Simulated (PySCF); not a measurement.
Compound: nitrosyl fluoride, FNO.
SMILES with atom numbers: `[O:1]=[N:2][F:3]`

Jobs on this species (3 atoms, 24 electrons) with PySCF (density fitting). Hardware of each: one thread of an Intel Xeon 6975P-C (shared host). The host was shared with other jobs, so the times are rough. Peak memory is the resident size of the whole Python process, interpreter and libraries included.

**Question.** Rank these jobs by wall time, shortest first.
A. LDA/pcJ-1; spin–spin couplings from 3 perturbed nuclei; 81 basis functions
B. B3LYP/aug-cc-pVTZ-J; spin–spin couplings from 3 perturbed nuclei; 138 basis functions
C. HF/pcJ-1; spin–spin couplings from 3 perturbed nuclei; 81 basis functions
D. B3LYP/def2-TZVP; spin–spin couplings from 3 perturbed nuclei; 93 basis functions

**Answer.** C (0.51 s), A (0.93 s), D (1.6 s), B (2.8 s).

All jobs:

```json
{"level and settings": "HF/pcJ-1", "work": "spin–spin couplings from 3 perturbed nuclei", "basis functions": "81", "SCF cycles": "12", "wall time": "0.51 s", "peak memory": "0.28 GiB"}
{"level and settings": "B3LYP/pcJ-0", "work": "spin–spin couplings from 3 perturbed nuclei", "basis functions": "39", "SCF cycles": "13", "wall time": "0.68 s", "peak memory": "0.31 GiB"}
{"level and settings": "LDA/pcJ-1", "work": "spin–spin couplings from 3 perturbed nuclei", "basis functions": "81", "SCF cycles": "14", "wall time": "0.93 s", "peak memory": "0.28 GiB"}
{"level and settings": "B97-2/pcJ-1", "work": "spin–spin couplings from 3 perturbed nuclei", "basis functions": "81", "SCF cycles": "13", "wall time": "1.4 s", "peak memory": "0.31 GiB"}
{"level and settings": "PBE0/pcJ-1", "work": "spin–spin couplings from 3 perturbed nuclei", "basis functions": "81", "SCF cycles": "14", "wall time": "1.5 s", "peak memory": "0.31 GiB"}
{"level and settings": "PBE/pcJ-1", "work": "spin–spin couplings from 3 perturbed nuclei", "basis functions": "81", "SCF cycles": "14", "wall time": "1.5 s", "peak memory": "0.29 GiB"}
{"level and settings": "B3LYP/def2-TZVP", "work": "spin–spin couplings from 3 perturbed nuclei", "basis functions": "93", "SCF cycles": "13", "wall time": "1.6 s", "peak memory": "0.46 GiB"}
{"level and settings": "B3LYP/aug-cc-pVTZ-J", "work": "spin–spin couplings from 3 perturbed nuclei", "basis functions": "138", "SCF cycles": "14", "wall time": "2.8 s", "peak memory": "0.46 GiB"}
{"level and settings": "PBE0-D3(BJ)/def2-SVP, grid level 1", "work": "geometry optimisation from a GFN2-xTB start shaken at random", "basis functions": "42", "SCF cycles": "67", "wall time": "4.2 s", "peak memory": "0.26 GiB"}
```

**Question.** What do all jobs in the table cost together?

**Answer.** About 15 s; the longest takes about 28 % of that, and about 8.2 times as long as the shortest.
